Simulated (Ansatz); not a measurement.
Born–Oppenheimer molecular dynamics of BH₅O (7 atoms, charge 0, multiplicity 1). It starts at the highest image of a converged band. Of that band: Neighbouring images differ by up to 1.2 eV, so the band resolves the path poorly. A vibrational analysis at the climbing image gives one clearly imaginary mode, 1374i cm⁻¹: a first-order saddle point.

Theory: RKS B3LYP-D4/def2-SVP in Ansatz 0.2.0.

```yaml
ensemble: NVE (velocity Verlet)
time_step: 0.5 fs
steps_asked: 200
starting_velocities_drawn_for: 100 K
seed: 6626
```

First frame:

```xyz
7
Properties=species:S:1:pos:R:3
B 0.073 -0.258 0.007
H -0.040 0.178 1.290
H 1.133 0.158 -0.383
H -0.956 0.056 -0.542
O 0.146 -1.780 0.422
H -0.717 -2.191 0.277
H -0.005 -0.850 1.278
```

(1) How far do the bonds stretch over the last three quarters of this one trajectory? (Pairs bonded in most of those frames.)

Answers

(1) 
```tsv
bond	mean (Å)	spread (Å)	shortest	longest
B1–H3	1.212	0.019	1.17	1.26
B1–H4	1.220	0.026	1.17	1.27
B1–O5	1.347	0.037	1.27	1.43
H2–H7	0.766	0.030	0.72	0.81
O5–H6	0.966	0.015	0.94	0.99
```

Mean temperature of the second half: 2372 K. The conserved energy stayed within 0.19 meV per atom of its start (net change -0.046 meV per atom), so the integration is sound. The kinetic energy rose, since the run started high on the potential surface and went downhill. It ends in pieces (BH3O + H2), so much of that is their flight and rotation, not heat. A run of 0.1 ps of so small a system gives no equilibrium averages. The orbitals stay closed-shell, which can raise the energy where a bond breaks towards radicals; this wasn't checked here.

The run took 60 s on 1 thread of AMD EPYC 9R45 96-Core Processor (Zen 5), with other jobs on the host, peak memory 0.12 GiB.
